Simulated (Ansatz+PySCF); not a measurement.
A calculation with Ansatz (development build ahead of 0.2.0).

```yaml
crystal:
  periodic: [false, false, false]
  atoms:
    - { symbol: O, position_ang: [0.00868, -0.00045, 0.07941] }
    - { symbol: H, position_ang: [0.95077, 0.00616, -0.19916] }
    - { symbol: H, position_ang: [-0.46624, 0.81015, -0.19299] }
    - { symbol: H, position_ang: [-0.47071, -0.80705, -0.19568] }
basis:
  gaussian: { orbitals: def2-SVP }
total_charge: 1
hamiltonian:
  xc: hf
correlation:
  method: mp2
  frozen_orbitals: { H: 0, O: 1 }
scf:
  omitted_lower_state_checks: [starts, atomic_configurations, cluster_reference, orbital_swaps, given_window_search, neighbouring_geometries, increment]
```

The input is written out in the form of the current development build from the run's settings.

The run gave:

* Converged: yes
* Reference energy: -76.24636 hartree
* Correlation energy: -0.20269 hartree
* Total energy: -76.44904 hartree
* Spin squared of the determinant: 0.000
* Stability test: minimum among restricted orbitals
